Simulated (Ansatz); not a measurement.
Geometry optimisation, Ansatz 0.2.0, UKS PBE0-D4/cc-pVDZ.

input.yaml

```yaml
crystal:
  periodic: [false, false, false]
  atoms:
    - { symbol: O, position_ang: [-1.0302, 0.0451, -0.9627] }
    - { symbol: Al, position_ang: [0.4306, 0.0977, 0.0621] }
    - { symbol: Cl, position_ang: [1.3057, -1.8063, 0.703] }
    - { symbol: H, position_ang: [-1.7507, 0.1088, -0.3271] }
    - { symbol: H, position_ang: [1.0944, 1.481, 0.4833] }
magnetization:
  spin_polarized: true
basis:
  gaussian: { orbitals: cc-pVDZ }
hamiltonian:
  xc: pbe0
  dispersion: d4
relax:
  f_tol: 0.02
  max_steps: 40
```

Command:

```bash
$ ansatz run input.yaml --threads 1 --pin off --max-ram 2048MiB --backend cpu --events-out ev --progress --plain --runs-dir out
```

Q: Where does it end, and by what steps?

A: It converged. After 11 steps the energy has fallen by 0.361 eV; H4 moved furthest, 0.59 Å.

```
step  energy less start (eV)  largest force component (eV/Å)  accepted
   0                  0.0000                           1.173       yes
   1                 -0.0903                           0.914       yes
   2                 -0.1396                           0.819       yes
   3                 -0.1627                           1.366       yes
   4                 -0.1078                           2.725        no
   5                 -0.2092                           0.709       yes
   6                 -0.2668                           0.549       yes
   7                 -0.3345                           0.421       yes
   8                 -0.3601                           0.043       yes
   9                 -0.3605                           0.180       yes
  10                 -0.3612                           0.026       yes
  11                 -0.3612                           0.011       yes
```

```xyz
5
Properties=species:S:1:pos:R:3
O -1.133 0.385 -0.532
Al 0.438 0.194 0.140
Cl 1.118 -1.748 0.679
H -1.720 -0.364 -0.673
H 1.347 1.459 0.345
```

Whether the end is a true minimum wasn't checked by a vibrational analysis.

Run time: 39 s on 1 CPU thread of a shared host.
